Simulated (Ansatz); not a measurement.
Ideal-gas functions of `FCC(F)F` at 600 K and 1 bar, from an Ansatz frequency run at PBE0-D4/def2-TZVP.

Molar mass 84.04 g/mol, point group C1 (symmetry number 1), electronic degeneracy 1, moments of inertia 55.197, 138.434, 179.32 u Å². Harmonic wavenumbers (cm⁻¹, unscaled): 118, 244, 430, 478, 585, 916, 1113, 1136, 1140, 1176, 1270, 1343, 1399, 1458, 1488, 3071, 3088, 3135.

Use S(trans) = R[1.5 ln M + 2.5 ln T − 1.1517]; rotational temperatures θ = 24.2544 K / I; S(rot) = R[ln(√π/σ · √(T³/θAθBθC)) + 1.5]; for each mode x = 1.438777 ν̃/T, S = R[x/(eˣ − 1) − ln(1 − e⁻ˣ)] and H = RT x/(eˣ − 1); 1 cm⁻¹ = 0.0119627 kJ/mol; R = 8.31446 J/(mol·K).

**Question.** By hand: the entropy, in J/(mol·K).

**Answer.** Translation 178.7. Rotation: θ = 0.4394, 0.1752, 0.1353 K, giving 116.0. Vibration, mode by mode: 18.84, 12.89, 8.42, 7.62, 6.15, 3.26, 2.25, 2.15, 2.14, 2.00, 1.67, 1.45, 1.30, 1.16, 1.10, 0.04, 0.04, 0.04, in all 72.5. Electronic 0.0. Sum 367.2 J/(mol·K).

**Question.** By hand: H − E and G − E in kJ/mol, counted from the electronic energy.

**Answer.** Zero-point energy ½ × 23588 × 0.0119627 = 141.1; thermal vibration 24.1; translation, rotation and pV give 4 RT = 20.0. H − E = 185.2 kJ/mol, and G − E = 185.2 − 600 × 367.2/1000 = -35.1 kJ/mol.

Vibration gives 20 % of the entropy, 18.8 J/(mol·K) of it from the mode under 150 cm⁻¹: soft modes count most, and the harmonic formula is weakest for them. The sum counts one conformer and one mirror image; others add a mixing term.
